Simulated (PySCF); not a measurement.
**Basis and Hamiltonian dependence of the ionisation energy of F**

F [He] 2s2 2p5 (2P) → F⁺ [He] 2s2 2p4 (3P). Calculated with PySCF 2.14 from differences of total energies of unrestricted determinants, without spin-orbit coupling. Values in eV.

```tsv
basis	Hamiltonian	functions	UHF	PBE	PBE0	MP2 (valence)	CCSD(T) (valence)	CCSD(T) (valence and next inner shell)
6-31G*	non-relativistic	14	15.645	17.292	n/a	16.866	16.802	n/a
Sapporo-DZP-2012	spin-free X2C	18	15.622	17.317	17.225	16.869	16.767	n/a
aug-cc-pwCVDZ	non-relativistic	27	15.760	17.704	17.513	17.175	17.117	17.127
cc-pVTZ	non-relativistic	30	15.654	n/a	n/a	17.194	17.131	n/a
def2-TZVP	non-relativistic	31	15.655	n/a	17.423	17.207	17.148	n/a
x2c-TZVPall	spin-free X2C	31	15.641	17.603	17.410	17.195	17.135	n/a
dyall-av2z	non-relativistic	42	15.660	17.665	17.454	17.121	n/a	n/a
aug-cc-pVTZ-DK	spin-free X2C	46	15.659	17.655	17.447	17.300	n/a	n/a
aug-cc-pwCVTZ	non-relativistic	59	15.668	17.668	17.459	17.321	17.272	17.288
aug-cc-pVTZ with one added diffuse shell each of s, p, d, f type	non-relativistic	62	15.671	17.666	17.458	17.312	17.264	n/a
dyall-av3z	non-relativistic	71	15.652	17.656	17.445	17.302	17.255	n/a
aug-cc-pCVTZ-DK with one added diffuse shell each of s, p, d, f type	spin-free X2C	75	15.654	17.656	17.446	17.305	17.257	17.272
aug-cc-pVQZ-DK	spin-free X2C	80	15.639	17.645	17.434	17.382	17.334	n/a
aug-cc-pwCVQZ	non-relativistic	109	15.653	17.658	17.447	17.403	n/a	n/a
```

Extrapolation of MP2 (valence) from aug-cc-pwCVTZ and aug-cc-pwCVQZ: the correlation parts are 1.652 and 1.751 eV; with the X⁻³ form and unrounded values, (4³ × 1.751 − 3³ × 1.652)/(4³ − 3³) = 1.822 eV, and adding the Hartree-Fock value 15.653 eV of the larger basis gives 17.475 eV.

Extrapolation of MP2 (valence) from aug-cc-pVTZ-DK and aug-cc-pVQZ-DK: the correlation parts are 1.640 and 1.744 eV; with the X⁻³ form and unrounded values, (4³ × 1.744 − 3³ × 1.640)/(4³ − 3³) = 1.819 eV, and adding the Hartree-Fock value 15.639 eV of the larger basis gives 17.458 eV.

Frozen in the all-electron rows: valence: 1s2; valence and next inner shell: nothing.

Reference for a calculation without spin-orbit coupling: 17.427 eV (measured, between term centres; NIST).
